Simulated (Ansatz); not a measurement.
## One element changed: bond dissociation energies of AlBO, AlBS

Ansatz 0.2.0, basis cc-pVDZ; geometries are PBE0/def2-TZVP minima. Wave-function levels freeze the cores; HF, MP2 and coupled cluster are restricted for singlets and unrestricted otherwise, atoms included (their steps beyond CCSDT(Q) come from restricted open-shell runs). The reference is CCSDTQ (coupled cluster only where its series has nearly closed). An error is the level's value less the reference. None of these values is a measured one. Energies are electronic, without zero-point terms. The set is small: it underbinds, by tens of kJ/mol for each bond, so near ties and functionals' places can change in larger sets. No spin–orbit coupling and no scalar relativity. The species are chosen: bound, without strong static correlation by their natural occupations or amplitudes, in their lowest spin state as far as vertical gaps and like structures tell, and with a ladder that closes on the reference, so errors are smaller than for species at large; levels whose determinant breaks symmetry or spin markedly are left out.

```
      species                               bonds (Å)                                quantity  symmetry of the states  reference  value (kJ/mol)  error HF  error MP2  error CCSD  error CCSD(T)  error CCSDT(Q)
AlBO, singlet  B–Al 2.246, B–O 1.207, angle at B 180°  B–Al bond energy, to BO (doublet) + Al                 Σ⁺ / Σ⁺     CCSDTQ           321.8     -82.6       -0.2        -4.7            0.6            -0.2
AlBS, singlet  B–Al 2.231, B–S 1.617, angle at B 180°  B–Al bond energy, to BS (doublet) + Al                 Σ⁺ / Σ⁺     CCSDTQ           301.6     -80.4        4.9        -4.6            1.0            -0.2
```

The reference falls from O to S, by 20.2 kJ/mol in all.
